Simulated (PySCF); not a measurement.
CCl⁺ at PBE

Level: PBE. C aug-cc-pVDZ, Cl aug-cc-pV(D+d)Z; no relativity (PySCF 2.14).

For CCl⁺, the state is ¹Σ⁺ (singlet), closed shell, the bond length is 0.1564 nm and the harmonic wavenumber is 1141 cm⁻¹. The force constant is 6.85 mdyn/Å, the rotational constant Be is 0.7710 cm⁻¹ and the anharmonicity ωexe is 6.25 cm⁻¹. The vibration–rotation constant αe is 0.00629 cm⁻¹. The well depth De to C⁺ + Cl is 7.32 eV. The dissociation energy D0 is 7.25 eV and the HOMO–LUMO gap is 4.09 eV. The bond order (Mayer) is 1.70 and the dipole moment (positive dipole points towards Cl; it is taken about the centre of mass and depends on that origin) is 0.15 D.

For an ion De counts to the pair picked by the measured ionisation energies or electron affinities, which need not be the lowest pair at this level.
